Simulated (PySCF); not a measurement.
## Basis-set dependence of excited states

Species: 1,2-dichloroethane, C₂H₄Cl₂.
SMILES: `C(CCl)Cl`

TDDFT with PBE0 (PySCF), vertical singlets, core orbitals frozen in the response, spherical d and f functions. Isolated species at its PBE0-D3(BJ)/def2-SVP geometry (one conformer only).

```
      basis  functions  diffuse  S1 (eV)  S2 (eV)  S3 (eV)  S4 (eV)  S5 (eV)  LUMO (eV)  α (au)
     6-31G*         72       no     7.43     7.46     7.49     7.79     8.54       0.37    40.6
   def2-SVP         84       no     7.61     7.64     7.67     7.98     8.54       0.76    39.7
    6-31+G*         88      yes     7.20     7.23     7.27     7.56     7.84      -0.11    46.8
  def2-SVPD        126      yes     7.22     7.26     7.29     7.57     7.96      -0.07    55.3
aug-cc-pVDZ        136      yes     7.18     7.21     7.24     7.43     7.52      -0.15    55.1
  def2-TZVP        160       no     7.32     7.36     7.39     7.67     8.23       0.27    48.9
 def2-TZVPD        202      yes     7.11     7.15     7.18     7.40     7.66      -0.12    56.4
aug-cc-pVTZ        284      yes     7.15     7.19     7.22     7.38     7.50      -0.19    56.3
```

Question: How much do these states and the polarisability depend on the basis?

Answer: States are compared by their number. Against the largest diffuse basis here (aug-cc-pVTZ, itself not a converged limit), sets without diffuse functions differ by up to 0.47 eV in S1 and 1.04 eV in S5; the smaller diffuse sets differ by up to 0.08 and 0.46 eV. State by state, the largest deviation of a set without diffuse functions is S1 0.47, S2 0.45, S3 0.45, S4 0.60, S5 1.04 eV. The same number needn't mean the same state in each row. Against aug-cc-pVTZ the polarisability deviates by -28% in 6-31G*, -30% in def2-SVP, -17% in 6-31+G*, -2% in def2-SVPD, -2% in aug-cc-pVDZ, -13% in def2-TZVP, 0% in def2-TZVPD. A single + in a Pople set puts diffuse functions on heavy atoms only.
